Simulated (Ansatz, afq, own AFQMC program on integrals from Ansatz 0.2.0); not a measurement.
Where AFQMC and coupled cluster stand for SiH₃O, doublet

| atom | x (Å) | y (Å) | z (Å) |
| --- | --- | --- | --- |
| Si | -0.0742 | -0.0229 | 0.4631 |
| O | 0.0665 | 0.0831 | -0.8532 |
| H | 0.6549 | -1.2187 | 0.9923 |
| H | 0.4984 | 1.2279 | 1.0288 |
| H | -0.1414 | -0.6895 | -1.3810 |

Connectivity, by distances: SiH2–OH.

Basis cc-pVDZ. Only valence electrons are correlated. AFQMC by an in-house program on the Cholesky factors that Ansatz 0.2.0 writes for its CCSD(T) run. ph-AFQMC/CISD is guided by a CISD state made of CCSD amplitudes; releasing the constraint for a short imaginary time cuts its bias at the price of noise, slowly where states lie close. Free projection: walkers drawn from exp(T), propagated without any constraint. Its projection time is finite, and what remains of the start isn't in its error. ± is one standard error of the sampling.

Determinant: ROHF, the one that the program's search chose, which needn't be the lowest solution. The geometry is a point of a scan.

No full CI on the walks' own integrals is used here. The released AFQMC energy serves as the reference, which it does only where one determinant dominates, the energy is flat over the last release times and near the phaseless one (40 meV or 2 meV an electron, half that with transition metals). On small molecules, where full CI could be run and the noise was under 10 meV, such values lay within 10 meV of it in 19 cases of 20, a flattering rate, since the rule was set on those same cases; what remains of the bias isn't in the error bar.

Cautions: the released value is read at 2.40 1/Eh with a noise of 21 meV, more than in the cases checked (meV from the phaseless value at times in 1/Eh: 6 ± 11 at 0.24, 6 ± 13 at 0.51, 5 ± 13 at 0.99, 17 ± 18 at 1.62, 33 ± 21 at 2.40).

```
T1 diagnostic                               : 0.0144
weight of the determinant in the CISD state : 0.902
size of the correlated space                : 13 electrons in 41 orbitals
```

Reference: AFQMC with the constraint released, correlation energy -8.145 ± 0.021 eV.

| level | E − E(reference) (meV) | share of correlation (%) |
| --- | --- | --- |
| HF | 8144.8 ± 21.1 | 0.00 |
| MP2 | 814.3 ± 21.1 | 90.00 |
| CCSD | 161.0 ± 21.1 | 98.02 |
| CCSD(T) | 15.1 ± 21.1 | 99.81 |
| ph-AFQMC/HF | 24.1 ± 54.4 | 99.70 |
| ph-AFQMC/CISD | -33.3 ± 24.1 | 100.41 |
| free AFQMC | -38.7 ± 27.9 | 100.48 |

Free projections are given only where their last times agree within the noise and don't stop above the reference; a slow remainder of the start can still hide under it. Released energies are given only where the last usable release times agree within the noise; a slower fall can still hide under it.
